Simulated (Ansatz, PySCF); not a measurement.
This Ansatz (a quantum-chemistry and plane-wave program) input computes a PBE/def2-TZVPD energy:

Ansatz 0.2 input:
```yaml
crystal:
  periodic: [false, false, false]
  atoms:
    - {symbol: O, position_ang: [-0.00243054, 0.00011527, 0.11558805]}
    - {symbol: H, position_ang: [0.00282272, 0.82504889, -0.46332048]}
    - {symbol: H, position_ang: [0.01662162, -0.82597103, -0.46138388]}
basis:
  gaussian:
    orbitals: def2-TZVPD
hamiltonian:
  xc: {name: PBE}
total_charge: 1
magnetization: {spin_polarized: true, initial_magnetization: 1}
output: {forces: true}
```

Q: Write an input for the same energy in PySCF and say what it gives.

A: 
```python
from pyscf import gto, scf, dft

mol = gto.M(
    atom='''
    O    -0.00243054    0.00011527    0.11558805
    H     0.00282272    0.82504889   -0.46332048
    H     0.01662162   -0.82597103   -0.46138388
    ''',
    basis='def2-tzvpd',
    charge=1,
    spin=1,
    verbose=4,
)

mf = dft.UKS(mol, xc='pbe').density_fit(auxbasis='def2-universal-jkfit')
mf.grids.level = 3
mf.conv_tol = 1e-9
mf.max_cycle = 100
mf.max_memory = 1500
mf.kernel()
if not mf.converged:
    mf = mf.newton()
    mf.kernel(mf.make_rdm1())
for _ in range(2):
    mo, _, stable, _ = mf.stability(return_status=True)
    if stable:
        break
    mf.kernel(mf.make_rdm1(mo, mf.mo_occ))
mf.analyze()
```
It gives -75.91681 Eh, and Ansatz -75.91676 Eh, a difference of 0.05 mEh, from the treatment of integrals and grids.
